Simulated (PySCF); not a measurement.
Species: C4H6ClN.
Z-matrix (Å and degrees, PBE0-D3(BJ)/def2-SVP geometry), rows numbered from 1:
```
C 
C   1  1.4928
C   2  1.4749  1  118.90
N   3  1.2712  2  127.56  1     0.53
C   2  1.3447  1  124.73  3   179.93
Cl  5  1.7166  2  124.90  1     0.05
H   1  1.1023  2  110.73  3    59.38
H   1  1.0965  2  111.26  3   179.88
H   1  1.1023  2  110.76  3   -59.54
H   3  1.1039  2  115.17  1  -179.72
H   4  1.0261  3  110.80  2     0.33
H   5  1.0930  2  121.73  1  -179.94
```

The closed-shell ground state was solved at several levels (PySCF, density fitting, gas phase, non-relativistic).

```json
{"level": "CAM-B3LYP/def2-SVPD", "basis functions": "175", "total energy (Eh)": "-670.5682", "HOMO (eV)": "-8.72", "LUMO (eV)": "-0.44", "gap (eV)": "8.28", "dipole (D)": "1.55"}
{"level": "PBE0/pcSseg-1", "basis functions": "139", "total energy (Eh)": "-670.5039", "HOMO (eV)": "-7.45", "LUMO (eV)": "-1.49", "gap (eV)": "5.96", "dipole (D)": "1.51"}
```

Q: What might PBE0/pcSseg-2 (307 basis functions) give for the same quantities?

A: Total energy -670.6510 Eh, HOMO -7.44 eV, LUMO -1.53 eV, gap 5.91 eV, dipole 1.62 D.

Q: Over all these levels, which gives the widest orbital gap and which the narrowest?

A: CAM-B3LYP/def2-SVPD (range-separated hybrid) has the widest, 8.28 eV, and PBE0/pcSseg-2 (global hybrid, 25 % exact exchange) the narrowest, 5.91 eV. Functional and basis both differ between the two, so the spread mixes both effects.

Q: How far do the dipole and the HOMO energy spread over the levels?

A: The dipole runs from 1.51 to 1.62 D (mean 1.56 D) and the HOMO from -8.72 to -7.44 eV.

One conformer stands for the species.
